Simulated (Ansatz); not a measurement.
# BSiH2 (doublet): PBE, r2SCAN over a scan of the distance Si1–B2, 6-31G

How well do these functionals follow the top wave-function level for BSiH2 (doublet) over a scan of the distance Si1–B2?

Program: Ansatz 0.2.0, Gaussian basis. Level of theory: 6-31G, all electrons in the functionals. These are calculated values, not measurements.

The runs, in order: PBE, r2SCAN, at 1.565 Å; 1.706 Å; 1.925 Å; 2.115 Å; 2.376 Å; 2.689 Å; 3.025 Å; 3.632 Å; 4.192 Å; 5.295 Å; 6.410 Å.

1 further run of the same task is left out (for a known fault of the program).

## (1) The system

The geometry derives from a PBE0/def2-TZVP stationary point (not a proven minimum). One bond is set to the value named and the two fragments are kept rigid.

4 atoms, charge 0, spin multiplicity 2.

Atoms are counted from 1 here; the program's logs count them from 0.

Bond lengths: Si1–B2 1.925 Å, B2–H3 1.203 Å, B2–H4 1.203 Å. Angles: Si1–B2–H3 121.5°, Si1–B2–H4 121.5°, H3–B2–H4 117.1°.

No dispersion term is added.

The geometry shown and the zero of energy belong to the point 1.925 Å. The yardstick, FCI, and other wave-function levels (R restricted, U unrestricted, valence and pair active spaces) come from earlier runs.

## (2) PBE, 1.565 Å

The input, in.yaml:

```yaml
crystal:
  periodic: [false, false, false]
  atoms:
    - {symbol: Si, position_ang: [0.000000, 0.000000, 0.521593]}
    - {symbol: B, position_ang: [0.000000, 0.000000, -1.043407]}
    - {symbol: H, position_ang: [0.000000, -1.025810, -1.671196]}
    - {symbol: H, position_ang: [0.000000, 1.025810, -1.671196]}
basis:
  gaussian: {orbitals: 6-31G}
magnetization: {spin_polarized: true, initial_magnetization: 1}
hamiltonian: {xc: {name: PBE}}
output: {orbitals: {seedname: orbitals}}
```

Run with:

```
$ ansatz run in.yaml --threads 1 --pin off --events-out ev --progress --plain --max-ram 4096MiB --backend cpu
```

After this run come: PBE, 1.706 Å; PBE, 1.925 Å; PBE, 2.115 Å; PBE, 2.376 Å; PBE, 2.689 Å; PBE, 3.025 Å; PBE, 3.632 Å; PBE, 4.192 Å; PBE, 5.295 Å; PBE, 6.410 Å; r2SCAN, 1.565 Å; r2SCAN, 1.706 Å; r2SCAN, 1.925 Å; r2SCAN, 2.115 Å; r2SCAN, 2.376 Å; r2SCAN, 2.689 Å; r2SCAN, 3.025 Å; r2SCAN, 3.632 Å; r2SCAN, 4.192 Å; r2SCAN, 5.295 Å; r2SCAN, 6.410 Å.

Q: Predict the results of all the runs planned. Wanted: span of the FCI curve; largest miss, PBE; largest miss, r2SCAN; largest miss, RCCSD(T); largest miss, UCCSD(T).

The runs gave:

| quantity | value |
| --- | --- |
| span of the FCI curve | 281.2 kJ/mol |
| largest miss, PBE | +67.3 kJ/mol (6.410 Å) |
| largest miss, r2SCAN | +47.5 kJ/mol (3.632 Å) |
| largest miss, RCCSD(T) | -5.7 kJ/mol (6.410 Å) |
| largest miss, UCCSD(T) | +4.2 kJ/mol (3.632 Å) |

Of the functionals, r2SCAN keep the smallest largest miss at the points compared (at most 47.5 kJ/mol) and PBE strays most (67.3 kJ/mol, at 6.410 Å). PBE, r2SCAN clearly break the spin symmetry at some points (⟨S²⟩ up to 1.00 above the pure value), so energy there is bought with a mixed spin. Functionals and the yardstick converge differently with the basis, so part of each miss in 6-31G is the basis.
